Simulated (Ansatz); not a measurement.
hcp Ti, treated with PBE-D4 (Ansatz, a first-principles code, PAW).

Numerical settings: plane-wave cutoff 520 eV, 24×24×12 k mesh (along the axes of the cell as run), Fermi–Dirac smearing 0.05 eV, no spin polarisation, scalar-relativistic PAW data made under PBE.

Energies at three volumes about the minimum:

| V (Å³/atom) | E − E_lowest (meV/atom) |
|---|---|
| 16.766 | 2.54 |
| 17.108 | 0.00 |
| 17.450 | 2.38 |

### Question
Fit a parabola by hand: where is the minimum, and what is the bulk modulus?

### Answer
Slopes: (0.00 − 2.54)/(17.108 − 16.766) = -7.427 and (2.38 − 0.00)/(17.450 − 17.108) = 6.959 meV/Å³. Curvature E″ = 2 × (6.959 − (-7.427))/(17.450 − 16.766) = 42.064 meV/Å⁶. From the middle of the first interval, the slope vanishes at V0 = 16.9370 − (-7.427)/42.064 = 17.114 Å³/atom. B = V0 E″ = 17.114 × 42.064 meV/Å³ × 0.1602 GPa per meV/Å³ = 115 GPa. The full Birch–Murnaghan fit to all volumes gives V0 = 17.109 Å³/atom and B0 = 115 GPa.

Shape and atoms are relaxed at each volume.

Measured, for comparison: bulk modulus 108 GPa (zero-point energy and finite temperature contributions removed; as tabulated in doi:10.1021/acs.jctc.3c00612). Computed (rounded) less measured: bulk modulus +6 %.

Note: the bulk modulus comes from volumes at which shape and atoms were relaxed.
